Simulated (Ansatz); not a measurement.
Ansatz (a quantum-chemistry and plane-wave program) input (MP2/def2-TZVP):

Ansatz 0.2 input:
```yaml
crystal:
  periodic: [false, false, false]
  atoms:
    - {symbol: C, position_ang: [0.68557570, 0.01996936, -0.04302839]}
    - {symbol: O, position_ang: [-0.67114813, -0.11794294, 0.00291587]}
    - {symbol: H, position_ang: [-1.09096757, 0.74480543, -0.08162056]}
    - {symbol: H, position_ang: [1.12524882, 0.98016746, 0.19378078]}
    - {symbol: H, position_ang: [1.22144963, -0.90124554, 0.12268310]}
basis:
  gaussian:
    orbitals: def2-TZVP
magnetization: {spin_polarized: true, initial_magnetization: 1}
correlation: {method: mp2, electrons: outside_noble_gas}
relax: {f_tol: 0.003, max_steps: 100}
```

Output:

```
Functional definition: HF
these checks for a lower state are left out or cut short: cluster_reference
integrals: 0.03 GiB planned
604 factors; integrals over basis functions are off by at most 2.8e-4 eV
mean field: 0.14 GiB planned
mean field evaluation 1: about -3113.2439 eV, gradient 1.8e1 eV
mean field evaluation 2: about -3113.2441 eV, gradient 1.8e1 eV
mean field evaluation 4: about -3114.7149 eV, gradient 2.6e0 eV
mean field evaluation 8: about -3114.7741 eV, gradient 2.0e-1 eV
mean field -3114.77503051 eV, -114.4658711007 hartree, gradient 2.9e-6 eV, S^2 0.762138; 0 other end points of the search recorded, 0 dependent functions left out
2 core orbitals not correlated
reference -3114.77503051 eV, -114.4658711007 hartree; 7, 6 occupied and 71, 72 virtual orbitals, 604 factors
densities: 0.15 GiB planned
second order -10.41990491 eV of doubles, -0.00000000 eV of singles
the calculation of the forces begins
relax step   1: F+E_penalty+E_count = -3125.19493541 eV  Δ(F+E_penalty+E_count) = +0.000e0 eV  max|allowed force component| = 1.403e-1 eV/Å  Δτ_max = 0.0000 Å  (34 SCF iters, accepted)
these checks for a lower state are left out or cut short: starts, cluster_reference, orbital_swaps, neighbouring_geometries, increment
integrals: 0.03 GiB planned
604 factors; integrals over basis functions are off by at most 2.8e-4 eV
mean field: 0.14 GiB planned
mean field evaluation 16: about -3114.7783 eV, gradient 4.1e-3 eV
mean field -3114.77846059 eV, -114.4659971539 hartree, gradient 1.0e-5 eV, S^2 0.761704; 0 other end points of the search recorded, 0 dependent functions left out
2 core orbitals not correlated
reference -3114.77846059 eV, -114.4659971539 hartree; 7, 6 occupied and 71, 72 virtual orbitals, 604 factors
densities: 0.15 GiB planned
second order -10.41839633 eV of doubles, -0.00000000 eV of singles
the calculation of the forces begins
relax step   2: F+E_penalty+E_count = -3125.19685692 eV  Δ(F+E_penalty+E_count) = -1.922e-3 eV  max|allowed force component| = 6.892e-2 eV/Å  Δτ_max = 0.0144 Å  (29 SCF iters, accepted)
these checks for a lower state are left out or cut short: starts, cluster_reference, orbital_swaps, neighbouring_geometries, increment
integrals: 0.03 GiB planned
604 factors; integrals over basis functions are off by at most 2.8e-4 eV
mean field: 0.14 GiB planned
mean field -3114.77777738 eV, -114.4659720466 hartree, gradient 2.3e-6 eV, S^2 0.761596; 0 other end points of the search recorded, 0 dependent functions left out
2 core orbitals not correlated
reference -3114.77777738 eV, -114.4659720466 hartree; 7, 6 occupied and 71, 72 virtual orbitals, 604 factors
densities: 0.15 GiB planned
second order -10.41943056 eV of doubles, -0.00000000 eV of singles
the calculation of the forces begins
relax step   3: F+E_penalty+E_count = -3125.19720794 eV  Δ(F+E_penalty+E_count) = -3.510e-4 eV  max|allowed force component| = 3.852e-2 eV/Å  Δτ_max = 0.0050 Å  (32 SCF iters, accepted)
these checks for a lower state are left out or cut short: starts, cluster_reference, orbital_swaps, neighbouring_geometries, increment
integrals: 0.03 GiB planned
604 factors; integrals over basis functions are off by at most 2.8e-4 eV
mean field: 0.14 GiB planned
mean field evaluation 32: about -3114.7768 eV, gradient 1.4e-4 eV
mean field -3114.77692564 eV, -114.4659407458 hartree, gradient 2.3e-6 eV, S^2 0.761606; 0 other end points of the search recorded, 0 dependent functions left out
2 core orbitals not correlated
reference -3114.77692564 eV, -114.4659407458 hartree; 7, 6 occupied and 71, 72 virtual orbitals, 604 factors
densities: 0.15 GiB planned
second order -10.42033386 eV of doubles, -0.00000000 eV of singles
the calculation of the forces begins
relax step   4: F+E_penalty+E_count = -3125.19725951 eV  Δ(F+E_penalty+E_count) = -5.157e-5 eV  max|allowed force component| = 5.903e-3 eV/Å  Δτ_max = 0.0028 Å  (32 SCF iters, accepted)
these checks for a lower state are left out or cut short: starts, cluster_reference, orbital_swaps, neighbouring_geometries, increment
integrals: 0.03 GiB planned
604 factors; integrals over basis functions are off by at most 2.8e-4 eV
mean field: 0.14 GiB planned
mean field -3114.77684673 eV, -114.4659378458 hartree, gradient 3.4e-6 eV, S^2 0.761612; 0 other end points of the search recorded, 0 dependent functions left out
2 core orbitals not correlated
reference -3114.77684673 eV, -114.4659378458 hartree; 7, 6 occupied and 71, 72 virtual orbitals, 604 factors
densities: 0.15 GiB planned
second order -10.42041368 eV of doubles, -0.00000000 eV of singles
the calculation of the forces begins
relax step   5: F+E_penalty+E_count = -3125.19726041 eV  Δ(F+E_penalty+E_count) = -9.044e-7 eV  max|allowed force component| = 2.367e-4 eV/Å  Δτ_max = 0.0003 Å  (21 SCF iters, accepted)
these checks for a lower state are left out or cut short: cluster_reference
integrals: 0.03 GiB planned
604 factors; integrals over basis functions are off by at most 2.8e-4 eV
mean field: 0.14 GiB planned
mean field -3114.77684673 eV, -114.4659378458 hartree, gradient 3.4e-6 eV, S^2 0.761612; 1 other end points of the search recorded, 0 dependent functions left out
2 core orbitals not correlated
reference -3114.77684673 eV, -114.4659378458 hartree; 7, 6 occupied and 71, 72 virtual orbitals, 604 factors
densities: 0.15 GiB planned
second order -10.42041368 eV of doubles, -0.00000000 eV of singles
the calculation of the forces begins
Total energy: -3125.19726041 eV, -114.8488809854 hartree
Atom 0 at     0.684143     0.021108    -0.059770 Å, force    -0.000073     0.000073     0.000106 eV/Å
Atom 1 at    -0.671560    -0.122106     0.012735 Å, force     0.000237     0.000088     0.000054 eV/Å
Atom 2 at    -1.079165     0.746013    -0.084982 Å, force    -0.000027    -0.000118    -0.000065 eV/Å
Atom 3 at     1.118362     0.976330     0.200731 Å, force    -0.000007     0.000079    -0.000013 eV/Å
Atom 4 at     1.218378    -0.895592     0.126017 Å, force    -0.000129    -0.000121    -0.000082 eV/Å
Dipole moment:     0.012915     0.321573     0.054644 e Å
Checks for a lower state left out: cluster_reference
```

It need not be the lowest isomer of its formula.
